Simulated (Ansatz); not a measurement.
System: C6H5 (charge 0, doublet). It need not be the lowest isomer of its formula. SMILES: [c]1ccccc1
Geometry from a B3LYP-D3(BJ)/def2-TZVP (Ansatz, a quantum-chemistry and plane-wave program) optimisation:
```
C
H 1 1.0822
C 1 1.3912 2 119.67
H 3 1.0832 1 120.21 2 0.00
C 1 1.3912 2 119.67 3 -180.00
H 5 1.0832 1 120.21 2 0.00
C 3 1.3989 4 119.63 1 180.00
C 7 1.3703 3 116.52 4 -180.00
C 8 1.3703 7 125.98 3 0.00
H 9 1.0825 8 122.50 7 -180.00
H 7 1.0825 8 122.50 9 -180.00
```
Charge 0, spin multiplicity 2.

Question: Give the harmonic wavenumbers at B3LYP-D3(BJ)/def2-TZVP (Ansatz, finite differences of forces, unscaled).

Answer: 402, 427, 602, 621, 673, 722, 815, 891, 954, 975, 993, 1020, 1053, 1075, 1178, 1179, 1306, 1328, 1468, 1476, 1575, 1631, 3163, 3169, 3181, 3184, 3195 cm⁻¹. Zero-point energy 54.7 kcal/mol.

Question: From these and the geometry, give the ideal-gas thermochemistry at 298.15 K and 1 atm (rigid rotor, harmonic oscillator).

Answer: Point group C2v, rotational symmetry number 2. Rotational constants 6.325, 5.644, 2.983 GHz. S(trans) 38.94, S(rot) 24.14, S(vib) 4.37, S(elec, spin only) 1.38, S 68.8 cal/(mol K). H(298) - H(0) 3.34 kcal/mol; G - E(el) 37.5 kcal/mol.
